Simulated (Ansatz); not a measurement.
in.yaml

```yaml
crystal:
  periodic: [false, false, false]
  atoms:
    - {symbol: Ge, position_ang: [0.000000, -0.008843, 0.666646]}
    - {symbol: Al, position_ang: [0.000000, -0.026517, -1.782004]}
    - {symbol: H, position_ang: [0.000000, 1.347127, -0.341215]}
basis:
  gaussian: {orbitals: cc-pVDZ}
magnetization: {spin_polarized: false, initial_magnetization: 2}
correlation: {method: ccsdtq, electrons: outside_noble_gas}
```

```sh
$ ansatz run in.yaml --threads 5 --pin off --events-out ev --progress --plain --max-ram 130560MiB --backend cuda --devices 0, --max-vram 75GiB
```

The program prints:

```
974 factors; integrals over basis functions are off by at most 1.9e-7 eV
mean field evaluation 1: about -63069.6922 eV, gradient 5.7e0 eV
mean field evaluation 2: about -63069.6958 eV, gradient 5.7e0 eV
mean field evaluation 4: about -63070.0253 eV, gradient 1.3e0 eV
mean field evaluation 8: about -63070.0513 eV, gradient 1.2e-2 eV
mean field evaluation 16: about -63070.0209 eV, gradient 1.3e0 eV
mean field evaluation 32: about -63067.1770 eV, gradient 3.7e-3 eV
mean field evaluation 64: about -63067.3809 eV, gradient 1.3e-3 eV
mean field -63070.05129536 eV, -2317.7816346881 hartree, gradient 2.1e-6 eV, S^2 2.000000; 3 other end points of the search recorded, 0 dependent functions left out
mean field evaluation 96: about -63070.0431 eV, gradient 1.3e0 eV
determinant -63070.05129536 eV, -2317.7816346881 hartree, with singles and doubles -63074.21553542 eV, -2317.9346676877 hartree
determinant -63067.59763942 eV, -2317.6914644955 hartree, with singles and doubles -63071.82425822 eV, -2317.8467898715 hartree
determinant -63067.38092867 eV, -2317.6835005223 hartree, with singles and doubles -63071.42474408 eV, -2317.8321079977 hartree
determinant -63067.17698808 eV, -2317.6760058441 hartree, with singles and doubles -63071.48661058 eV, -2317.8343815497 hartree
19 core orbitals not correlated: weight in the atoms' cores, before any rotation towards them, 1.000 or more for the frozen orbitals, at most 0.000 for the correlated occupied ones
reference -63070.05129536 eV, -2317.7816346881 hartree; 5, 3 occupied and 26, 28 virtual orbitals, 974 factors
second order -3.25039509 eV of doubles, -0.08291049 eV of singles
cycle   1  -3.90111148 eV  change   -5.7e-1 eV  update   9.2e-2
cycle   2  -4.27781884 eV  change   -3.8e-1 eV  update   4.5e-2
cycle   3  -4.36558954 eV  change   -8.8e-2 eV  update   2.6e-2
cycle   4  -4.37532103 eV  change   -9.7e-3 eV  update   1.3e-2
cycle   5  -4.38743234 eV  change   -1.2e-2 eV  update   8.0e-3
cycle   6  -4.38670174 eV  change    7.3e-4 eV  update   4.5e-3
cycle   7  -4.38327666 eV  change    3.4e-3 eV  update   1.8e-3
cycle   8  -4.38463936 eV  change   -1.4e-3 eV  update   9.3e-4
cycle   9  -4.38523788 eV  change   -6.0e-4 eV  update   3.7e-4
cycle  10  -4.38486203 eV  change    3.8e-4 eV  update   2.1e-4
cycle  11  -4.38486712 eV  change   -5.1e-6 eV  update   1.0e-4
cycle  12  -4.38487338 eV  change   -6.3e-6 eV  update   4.8e-5
cycle  13  -4.38489779 eV  change   -2.4e-5 eV  update   2.8e-5
cycle  14  -4.38491595 eV  change   -1.8e-5 eV  update   1.4e-5
cycle  15  -4.38491961 eV  change   -3.7e-6 eV  update   7.1e-6
cycle  16  -4.38491339 eV  change    6.2e-6 eV  update   4.0e-6
cycle  17  -4.38491006 eV  change    3.3e-6 eV  update   2.2e-6
cycle  18  -4.38490901 eV  change    1.0e-6 eV  update   1.3e-6
cycle  19  -4.38490956 eV  change   -5.5e-7 eV  update   6.9e-7
cycle  20  -4.38491021 eV  change   -6.4e-7 eV  update   3.9e-7
Total energy: -63074.43620556 eV, -2317.9427771660 hartree
```

For the same geometry and basis full CI lies 0.3 meV lower.

Ran on 5 threads of AMD EPYC 7R13 with a whole H100 80 GB, shared host: 12 s wall, 0.83 GiB peak host memory.
